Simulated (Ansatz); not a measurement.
Telling isomers of CH4FNS apart by their spectra

These gas-phase data were calculated for one isomer of CH4FNS at B3LYP-D3(BJ)/def2-SVP (harmonic, unscaled wavenumbers; equilibrium rotational constants with average atomic masses):

- rotational constants: 9.38, 4.537, 3.317 GHz
- all wavenumbers above 1500 cm⁻¹: 3609, 3502, 2977, 2667, 1605

Candidates:

(1) `N[C@H](F)S`, a singlet
(2) `NSCF`, a singlet
(3) `FCNS`, a singlet

Question: Which structure fits?

Answer: Candidate (1). The band at 2667 cm⁻¹ lies where the S–H stretch is expected; (2) has no mode between 2500 and 2800 cm⁻¹. 2 modes lie between 3250 and 3800 cm⁻¹, one for each N–H bond, while (3) has 1.

The same quantities for all candidates:

```tsv
	rotational constants (GHz)	wavenumbers above 1500 cm⁻¹	E above the lowest, B3LYP-D3(BJ)/def2-SVP (kcal/mol)
(1)	9.38, 4.537, 3.317	3609, 3502, 2977, 2667, 1605	0.0
(2)	11.89, 3.755, 3.213	3599, 3504, 3119, 3036, 1591	13.2
(3)	14.8, 3.38, 2.968	3549, 3122, 3048, 2560	8.3
```

Each candidate is one conformer. Programs: Ansatz 0.2.0.
